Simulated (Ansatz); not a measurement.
# SiH2Cl (chlorosilyl radical) at 6 levels

Wanted: a comparison of 6 runs (UHF/STO-3G, U-revPBE/STO-3G, UPBE/STO-3G, USVWN5/STO-3G, UCCSDT(Q)/STO-3G, UCCSDT/STO-3G) of SiH2Cl (chlorosilyl radical). 

The calculation is run with Ansatz 0.2.0.

52 further runs of the same task are left out: 52 set aside as unsound or not needed.

## 1. Starting point

The species is SiH2Cl (4 atoms), meant as a doublet with charge 0. SMILES: `[SiH2]Cl`. The H4–Si1 distance was set to 1.814 Å, away from the relaxed value.

Bond lengths: Si1–Cl2 2.022 Å, Si1–H3 1.451 Å. Angles: Cl2–Si1–H3 110.3°. A long bond or contact: Si1–H4 1.814 Å.

## 2. The energy at UHF/STO-3G (run 1)

The input, molecule.yaml:

```yaml
crystal:
  periodic: [false, false, false]
  atoms:
    - {symbol: Si, position_ang: [-0.292197, 0.097077, 0.465979]}
    - {symbol: Cl, position_ang: [1.589073, -0.200233, 1.145479]}
    - {symbol: H, position_ang: [-1.073617, -1.118903, 0.597699]}
    - {symbol: H, position_ang: [-0.249110, 0.800200, -1.205980]}
basis:
  gaussian: {orbitals: STO-3G}
total_charge: 0
magnetization: {spin_polarized: true, initial_magnetization: 1}
hamiltonian: {xc: hf}
accuracy: high
```

Run with:

```console
$ ansatz run molecule.yaml --threads 1 --pin off --max-ram 2610MiB --events-out events.jsonl --progress --plain --runs-dir runs
```

Standard output:

```text
Warning: RAYON_NUM_THREADS=1 ignored (pool sized by the plan → 1); use --threads N
Functional definition: HF
  name "HF"
  exchange = exact_x
  correlation = 0
341 factors; integrals over basis functions are off by at most 3.6e-9 eV
mean field evaluation 1: about -20170.2449 eV, gradient 9.5e0 eV
mean field evaluation 2: about -20170.2718 eV, gradient 9.5e0 eV
mean field evaluation 4: about -20171.4806 eV, gradient 1.1e0 eV
mean field evaluation 8: about -20171.5154 eV, gradient 1.6e-3 eV
mean field -20171.51378927 eV, -741.2894590126 hartree, gradient 1.9e-8 eV, S^2 0.754870; 0 other end points of the search recorded, 0 dependent functions left out
reference -20171.51378927 eV, -741.2894590126 hartree; 17, 16 occupied and 3, 4 virtual orbitals, 341 factors
Total energy: -20171.51378927 eV, -741.2894590126 hartree
```

Run time: 0.2 s. Hardware: 1 thread of AMD EPYC 7R43 (Zen 3), shared host.

## 3. The energy at U-revPBE/STO-3G (run 2)

The input, in.yaml:

```yaml
crystal:
  periodic: [false, false, false]
  atoms:
    - symbol: Si
      position_ang: [-0.292197, 0.097077, 0.465979]
    - symbol: Cl
      position_ang: [1.589073, -0.200233, 1.145479]
    - symbol: H
      position_ang: [-1.073617, -1.118903, 0.597699]
    - symbol: H
      position_ang: [-0.249110, 0.800200, -1.205980]
basis:
  gaussian: {orbitals: STO-3G}
magnetization: {spin_polarized: true, initial_magnetization: 1}
hamiltonian: {xc: {name: revPBE}}
accuracy: high
```

Run with:

```console
$ ansatz run in.yaml --threads 1 --pin off --max-ram 2610MiB --events-out events.jsonl --progress --plain --runs-dir runs
```

Standard output:

```text
Warning: RAYON_NUM_THREADS=1 ignored (pool sized by the plan → 1); use --threads N
Functional definition: revPBE
  name "revPBE"
  parameter kappa = 1.245
  parameter beta = 0.06672455060314922
  exchange = pbe_x(kappa = kappa, mu = beta*pi^2/3)
  correlation = pbe_c(beta = beta)
341 factors; integrals over basis functions are off by at most 3.6e-9 eV
mean field evaluation 1: about -20197.6104 eV, gradient 1.4e1 eV
mean field evaluation 2: about -20195.4828 eV, gradient 2.1e1 eV
mean field evaluation 4: about -20199.4515 eV, gradient 4.7e-1 eV
mean field evaluation 8: about -20199.4148 eV, gradient 9.0e-3 eV
mean field evaluation 16: about -20199.4148 eV, gradient 9.6e-7 eV
mean field -20199.41481485 eV, -742.3148027906 hartree, gradient 1.4e-8 eV, S^2 0.750666; 0 other end points of the search recorded, 0 dependent functions left out
reference -20199.41481697 eV, -742.3148028684 hartree; 17, 16 occupied and 3, 4 virtual orbitals, 341 factors
Total energy: -20199.41481697 eV, -742.3148028684 hartree
```

Run time: 1.7 s. Hardware: 1 thread of AMD EPYC 7R43 (Zen 3), shared host; peak memory 0.14 GiB.

Runs 3 to 4 aren't shown in full; the table further down has their settings and results.

## 4. The energy at UCCSDT(Q)/STO-3G (run 5)

The input, job.yaml:

```yaml
crystal:
  periodic: [false, false, false]
  atoms:
    - symbol: Si
      position_ang: [-0.292197, 0.097077, 0.465979]
    - symbol: Cl
      position_ang: [1.589073, -0.200233, 1.145479]
    - symbol: H
      position_ang: [-1.073617, -1.118903, 0.597699]
    - symbol: H
      position_ang: [-0.249110, 0.800200, -1.205980]
basis:
  gaussian:
    orbitals: STO-3G
magnetization:
  spin_polarized: true
  initial_magnetization: 1
correlation:
  method: ccsdt_q
  frozen_orbitals: {Cl: 5, H: 0, Si: 5}
accuracy: high
scf:
  omitted_lower_state_checks: [cluster_reference, increment]
```

Run with:

```console
$ ansatz run job.yaml --threads 1 --pin off --max-ram 2610MiB --events-out events.jsonl --progress --plain --runs-dir runs
```

Standard output:

```text
Warning: RAYON_NUM_THREADS=1 ignored (pool sized by the plan → 1); use --threads N
[... 11 lines left out ...]
10 core orbitals not correlated: weight in the atoms' cores, before any rotation towards them, 1.000 or more for the frozen orbitals, at most 0.000 for the correlated occupied ones
[... 28 lines left out ...]
Total energy: -20173.24941484 eV, -741.3532420758 hartree
Checks for a lower state left out: cluster_reference, increment
```

It took 0.91 s on 1 thread of AMD EPYC 7R43 (Zen 3), shared host; peak memory 0.097 GiB.

## 5. The energy at UCCSDT/STO-3G (run 6)

job.yaml: that of step 4 with these lines changed.

```diff
@@ -14,2 +14,3 @@
     orbitals: STO-3G
+total_charge: 0
 magnetization:
@@ -18,3 +19,3 @@
 correlation:
-  method: ccsdt_q
+  method: ccsdt
   frozen_orbitals: {Cl: 5, H: 0, Si: 5}
```

Run with:

```console
$ ansatz run job.yaml --threads 1 --pin off --max-ram 2610MiB --events-out events.jsonl --progress --plain --runs-dir runs
```

Standard output:

```text
Warning: RAYON_NUM_THREADS=1 ignored (pool sized by the plan → 1); use --threads N
[... 11 lines left out ...]
10 core orbitals not correlated: weight in the atoms' cores, before any rotation towards them, 1.000 or more for the frozen orbitals, at most 0.000 for the correlated occupied ones
[... 27 lines left out ...]
Total energy: -20173.24915563 eV, -741.3532325500 hartree
Checks for a lower state left out: cluster_reference, increment
```

Wall time 0.69 s (1 thread of AMD EPYC 7R43 (Zen 3), shared host).

## 6. Overview of the runs

```csv
run,level,frozen core orbitals,energy (Eh),⟨S²⟩,wall time
1,UHF/STO-3G,–,-741.289459,0.755,0.2 s
2,U-revPBE/STO-3G,–,-742.314803,0.751,1.7 s
3,UPBE/STO-3G,–,-742.089969,0.751,1.8 s
4,USVWN5/STO-3G,–,-739.719062,0.750,0.95 s
5,UCCSDT(Q)/STO-3G,10,-741.353242,0.755,0.91 s
6,UCCSDT/STO-3G,10,-741.353233,0.755,0.69 s
```

## 7. What came out

| quantity | value |
| --- | --- |
| run 6: total energy | -741.35323 Eh |
| run 6: correlation energy (10 core orbitals frozen) | -63.8 mEh |
| run 6: ⟨S²⟩ of the reference determinant | 0.755 |
| run 6: T1 diagnostic | 0.010 |

Below the UHF energy at the same shape and in the same basis (STO-3G): UCCSDT(Q) -63.8 mEh; UCCSDT -63.8 mEh. Totals of different functionals can't be ranked against each other. In runs 1, 2, 3, 4, 5, 6 the basis is minimal, so the values are rough. All runs together took 6.3 s, the longest 1.8 s.
